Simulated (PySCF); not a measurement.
C₄H₆ (cyclic), optimised at PBE/def2-SVP:

```xyz
10

C      1.1032     0.2693    -0.0788
C      0.0639     1.1329    -0.1598
C     -0.9876     0.0526     0.0120
C      0.2173    -0.9486     0.1059
H      2.1976     0.3900    -0.1273
H     -0.0092     2.2237    -0.2993
H     -1.6118     0.1226     0.9293
H     -1.6652    -0.1090    -0.8543
H      0.2599    -1.7086    -0.7043
H      0.3134    -1.4770     1.0793
```

Computed with PySCF (xtb for GFN2) and rigid-rotor harmonic-oscillator thermochemistry at 1 bar. 6-31G* has spherical d functions here. All species are closed-shell singlets. B3LYP is the form with VWN-RPA correlation.

**Question.** List the harmonic frequencies (cm⁻¹, unscaled) at this level and at the other levels, each on its own geometry.

**Answer.** 
- PBE/def2-SVP: 312, 621, 827, 837, 890, 891, 908, 974, 994, 1052, 1111, 1120, 1169, 1183, 1283, 1383, 1408, 1603, 2969, 2974, 3019, 3029, 3105, 3136
- B3LYP/6-31G*: 325, 655, 864, 880, 899, 909, 940, 1010, 1053, 1112, 1142, 1184, 1234, 1249, 1339, 1501, 1520, 1658, 3047, 3053, 3084, 3099, 3188, 3220
- GFN2-xTB: 319, 696, 820, 865, 868, 964, 986, 1004, 1033, 1063, 1128, 1171, 1198, 1209, 1267, 1451, 1466, 1661, 2978, 2997, 3001, 3003, 3109, 3128
- HF/6-31G*: 348, 726, 935, 953, 965, 972, 1051, 1077, 1155, 1213, 1229, 1296, 1369, 1372, 1464, 1624, 1650, 1804, 3209, 3220, 3246, 3264, 3368, 3403
- PBE0/def2-TZVP: 320, 649, 862, 871, 917, 917, 944, 1012, 1039, 1101, 1147, 1172, 1221, 1238, 1331, 1457, 1480, 1653, 3056, 3061, 3096, 3110, 3187, 3219
